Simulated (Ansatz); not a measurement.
A series at Si: from silicon tetrafluoride, ligands are replaced one by one, each step taking up H₂ and setting free H–F; n counts the steps. Ansatz, PBE0-D4/def2-TZVP geometries.

```json
{"n": "0", "molecule": "`F[Si](F)(F)F`", "HOMO energy, ωB97M-V/def2-TZVPP (eV)": "-15.29"}
{"n": "1", "molecule": "`F[SiH](F)F`", "HOMO energy, ωB97M-V/def2-TZVPP (eV)": "-13.56"}
{"n": "2", "molecule": "`F[SiH2]F`", "HOMO energy, ωB97M-V/def2-TZVPP (eV)": "-12.16"}
{"n": "3", "molecule": "`F[SiH3]`", "HOMO energy, ωB97M-V/def2-TZVPP (eV)": "-12.06"}
{"n": "4", "molecule": "SiH₄", "HOMO energy, ωB97M-V/def2-TZVPP (eV)": "?"}
```

**Question.** By hand: fit a straight line y = ȳ + b (n − n̄) to the 4 given rows and predict n = 4.

**Answer.** n̄ = 1.500, ȳ = -13.268; Σ(n − n̄)(y − ȳ) = 5.545, Σ(n − n̄)² = 5.000, so b = 1.109 eV a step. Prediction: -13.268 + (1.109) × (2.500) = -10.50 eV.

**Question.** By hand: compare with the computed value, -12.14 eV, and give the steps along the whole series.

**Answer.** The line misses by -1.64 eV (computed minus predicted). Steps: 1.73, 1.40, 0.10, -0.08 eV.

The steps change sign along the series, so a line is a poor guide. The highest orbital can change its character along such a series. The miss is 50.8 % of the series' range.
